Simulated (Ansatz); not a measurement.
System: sulfur dioxide, SO2, net charge 0, singlet state. 
Geometry from a B3LYP-D3(BJ)/def2-TZVP (Ansatz, an electronic-structure program) optimisation:
```
S
O 1 1.4386
O 1 1.4386 2 118.87
```
Charge 0, spin multiplicity 1.

Property: vertical electron affinity (to the doublet state of charge -1; a negative value means that the extra electron is unbound and the number depends on the basis; each state is the SCF solution reached for its spin; for the singlet the Hartree-Fock reference is unstable and T1 is 0.021), in eV. Cores are frozen in the correlated levels unless marked. UHF or UKS for open shells. Spin-orbit coupling is left out. Non-relativistic. Anions need diffuse functions: aug- sets have them; def2-D sets add few. CBS marks a two-point X^-3 extrapolation of the correlation energy; Hartree-Fock from the larger set. The bracket is a focal-point correction in the basis named.

```tsv
level	program	vertical electron affinity (eV)
HF/aug-cc-pV(T+d)Z	Ansatz	0.89
SVWN5/def2-TZVPD	Ansatz	0.94
r2SCAN/def2-TZVPD	Ansatz	0.94
B3LYP/def2-TZVPD	Ansatz	1.05
wB97M-V/def2-TZVPD	Ansatz	0.88
MP2/aug-cc-pV(D+d)Z	Ansatz	0.42
RI-MP2/CBS(aug-cc-pV(T+d)Z,aug-cc-pV(Q+d)Z)	Ansatz	0.67
CCSD(T)/aug-cc-pV(D+d)Z	Ansatz	0.57
RI-MP2/CBS(aug-cc-pV(T+d)Z,aug-cc-pV(Q+d)Z)+[CCSD(T)-MP2]/aug-cc-pV(D+d)Z	Ansatz	0.82
RI-MP2/CBS(aug-cc-pV(T+d)Z,aug-cc-pV(Q+d)Z)+[CCSD(T)-MP2]/aug-cc-pV(T+d)Z	Ansatz	0.84
```
